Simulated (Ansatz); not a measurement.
How far each method lies from UCCSDT(Q) for [BH2···H···H], doublet

All five atoms lie in one plane.

Geometry: a point of a hydrogen-transfer path between rigid fragments, not a stationary point.

```json
{"atom": "B", "x (Å)": "-0.1811", "y (Å)": "0.0000", "z (Å)": "0.0000"}
{"atom": "H", "x (Å)": "-0.7779", "y (Å)": "1.0336", "z (Å)": "0.0000"}
{"atom": "H", "x (Å)": "-0.7779", "y (Å)": "-1.0336", "z (Å)": "0.0000"}
{"atom": "H", "x (Å)": "1.2309", "y (Å)": "0.0000", "z (Å)": "0.0000"}
{"atom": "H", "x (Å)": "2.2679", "y (Å)": "0.0000", "z (Å)": "0.0000"}
```

Basis cc-pVTZ; Ansatz 0.2.0. Only valence electrons are correlated (noble-gas cores frozen), which leaves 7 electrons in 85 orbitals. R marks a restricted (for open shells ROHF) determinant, U an unrestricted one. Active spaces: pair = (3e, 3o) about the gap; valence = (7e, 8o) chosen from the atoms' valence shells.

Full CI isn't at hand for all of this; UCCSDT(Q) serves as the reference, and is uncertain by about the last step of the cluster series. The frozen core follows each run's orbitals, which can shift R against U totals by a few meV.

The UHF ⟨S²⟩ is 0.779. The T1 diagnostic (RCCSD) is 0.0256. The largest doubles amplitude (RCCSD) is 0.056 and the T1 diagnostic (UCCSD) is 0.0142.

| level | E − E(RHF) (eV) |
| --- | --- |
| UHF | -0.2172 |
| RMP2 | -3.5549 |
| UMP2 | -3.5369 |
| RCCSD | -4.2554 |
| UCCSD | -4.2606 |
| RCCSD(T) | -4.3493 |
| UCCSD(T) | -4.3487 |

Q: Estimate how far UCCSDT(Q) in cc-pVTZ lies from RCCSD(T). The table doesn't fix it; the size of (T) and the diagnostics are the guide.

A: UCCSDT(Q) in cc-pVTZ lies 0.67 mEh below RCCSD(T), which is 19 % of the (T) step (-3.45 mEh). The diagnostics are small and one determinant leads, so the series closes fast and only a small part of (T) is left.

The other levels:

| level | E − E(UCCSDT(Q)) (mEh) | share of correlation (%) | wall time |
| --- | --- | --- | --- |
| BCCD(T) | 0.68 | 99.58 | 7.5 s (H100) |
| RCCSDT | 0.09 | 99.95 | – |
| UCCSDT | 0.07 | 99.95 | – |
| RCCSDT(Q) | 0.01 | 99.99 | 9.5 s (H100) |
| CASSCF (pair space) | 136.67 | 14.85 | – |
| NEVPT2 (pair space) | 28.71 | 82.11 | 6.5 s (H100) |
| MRCISD (pair space) | 8.09 | 94.96 | – |
| MRCISD+Q (pair space) | 0.40 | 99.75 | 6 s (H100) |
| CASSCF (valence space) | 99.26 | 38.16 | – |
| NEVPT2 (valence space) | 25.47 | 84.13 | 3.2 s |
| MRCISD (valence space) | 4.64 | 97.11 | – |
| MRCISD+Q (valence space) | 0.63 | 99.61 | 8.5 s (H100) |
| MRCISD+Q(relaxed) (valence space) | -0.62 | 100.39 | 10 s (H100) |

The correlation energy at UCCSDT(Q), counted from RHF, is -4.368 eV. That run took 14 s on 2 threads of AMD EPYC 7R13 with a shared H100 80 GB, shared host.

Times hold each run's SCF and search for its determinant on a shared host, so for small cases they say little of a method's own cost; rows without a card ran on 1 thread of AMD EPYC 7R13.

Natural occupations of CASSCF (valence space) about the gap: 1.979 1.978 1.969 1.000 0.031 0.018 0.017 0.009; effectively unpaired electrons, Σ n²(2−n)², 1.01.
